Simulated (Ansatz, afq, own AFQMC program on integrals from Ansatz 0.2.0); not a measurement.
Atomization energy of AlGeH5, singlet

```xyz
7

Ge    0.0000    0.0009    0.6854
Al    0.0000    0.0010   -1.7933
H     0.0000    1.4090    1.3103
H     1.2327   -0.7388    1.2465
H    -1.2327   -0.7388    1.2465
H     0.0000    1.3582   -2.6174
H     0.0000   -1.3819   -2.5741
```

Atoms in their ground-state spins without spin–orbit coupling (mostly on UHF) minus the molecule (RHF), without zero-point energy. The geometry is a stationary point, not shown to be a minimum.

Basis cc-pVDZ. Noble-gas cores (and the filled d shells of Ga–Kr and In–Xe) are frozen. Integrals, coupled cluster, full CI and functionals: Ansatz 0.2.0; the random walks run on the same integrals in our own AFQMC program. ph-AFQMC/CISD is guided by a CISD state made of CCSD amplitudes; releasing the constraint for a short imaginary time cuts its bias at the price of noise, slowly where states lie close. ± is one standard error of the sampling. No spin–orbit coupling. The errors of all members are added in quadrature.

No full CI on the walks' own integrals is used here; CCSDT(Q) serves as the reference and is uncertain by about the last step of the cluster series. Each member takes its own surest rung, up to full CI.

Errors are counted within cc-pVDZ, not against nature.

Cautions: inner d shell frozen; no relativity below Rb; no spin-orbit coupling; other spins of the molecule weren't checked.

Reference (CCSDT(Q)): 371.0 kcal/mol.

```json
{"level": "HF", "atomization energy (kcal/mol)": "299.3", "error against CCSDT(Q) (kcal/mol)": "-71.7"}
{"level": "MP2", "atomization energy (kcal/mol)": "361.2", "error against CCSDT(Q) (kcal/mol)": "-9.8"}
{"level": "CCSD", "atomization energy (kcal/mol)": "368.8", "error against CCSDT(Q) (kcal/mol)": "-2.2"}
{"level": "CCSD(T)", "atomization energy (kcal/mol)": "370.7", "error against CCSDT(Q) (kcal/mol)": "-0.3"}
{"level": "ph-AFQMC/CISD", "atomization energy (kcal/mol)": "371.2 ± 0.2", "error against CCSDT(Q) (kcal/mol)": "0.2 ± 0.2"}
{"level": "released AFQMC", "atomization energy (kcal/mol)": "371.1 ± 0.2", "error against CCSDT(Q) (kcal/mol)": "0.1 ± 0.2"}
```

Correlation beyond CCSD(T) adds 0.3 kcal/mol. The perturbative (T) step is worth +1.9 kcal/mol.

A walk keeps the symmetry of its determinant, which the program's search chose and which needn't be the lowest solution, so a lower state of the same spin and another symmetry isn't excluded. Released energies are given only where the last usable release times agree within the noise; a slower fall can still hide under it.
